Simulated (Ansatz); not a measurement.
How far each method lies from UCCSDT(Q) for SiAs⁺, triplet

Geometry: that of the SiAs⁺, singlet, kept fixed.

```xyz
2

Si    0.0000    0.0000    0.0000
As    0.0000    0.0000    2.3396
```

Basis cc-pVDZ; Ansatz 0.2.0. Correlated methods freeze the noble-gas cores and the filled d shells of p-block atoms, which leaves 8 electrons in 26 orbitals. Prefix R: restricted or restricted open-shell reference; prefix U: unrestricted. Active spaces: valence = (8e, 8o) chosen from the atoms' valence shells. No spin–orbit coupling is included, and no scalar relativity.

Full CI isn't at hand for all of this; UCCSDT(Q) serves as the reference, and is uncertain by about the last step of the cluster series. The frozen core follows each run's orbitals, which can shift R against U totals by a few meV for light atoms and by up to 0.1 eV past Ca.

```
UHF ⟨S²⟩                          : 2.053
T1 diagnostic (RCCSD)             : 0.0308
largest doubles amplitude (RCCSD) : 0.076
T1 diagnostic (UCCSD)             : 0.0309
```

| level | E − E(RHF) (eV) |
| --- | --- |
| UMP2 | -3.3802 |
| UCCSD | -4.2884 |
| UCCSD(T) | -4.4512 |

(1) Estimate how far UCCSDT(Q) in cc-pVDZ lies from UCCSD(T). The table doesn't fix it; the size of (T) and the diagnostics are the guide.

(1) UCCSDT(Q) in cc-pVDZ lies 53 meV below UCCSD(T), which is 33 % of the (T) step (-163 meV). T1 is raised, and the rest is a large part of (T). The miss exceeds 1 kcal/mol.

The other levels:

```
 level  E − E(UCCSDT(Q)) (meV)  share of correlation (%)  wall time
UCCSDT                      12                     99.73          –
```

The correlation energy at UCCSDT(Q), counted from RHF, is -4.505 eV. That run took 26 s on 1 thread of Arm Neoverse V2, shared host.

Run but not shown, since their state or frozen core can't be matched to the reference's or they repeat it: RHF, UHF, RMP2, CISD, RCCSD, RCCSD(T), BCCD(T), RCCSDT, RCCSDT(Q), CASSCF (valence space), NEVPT2 (valence space), MRCISD (valence space), MRCISD+Q (valence space), MRCISD+Q(relaxed) (valence space).

Times hold each run's SCF and search for its determinant on a shared host, so for small cases they say little of a method's own cost; they ran on 1 thread of Arm Neoverse V2.

Natural occupations of CASSCF (valence space) about the gap: 1.989 1.971 1.903 0.994 0.994 0.054 0.054 0.041; effectively unpaired electrons, Σ n²(2−n)², 2.07.
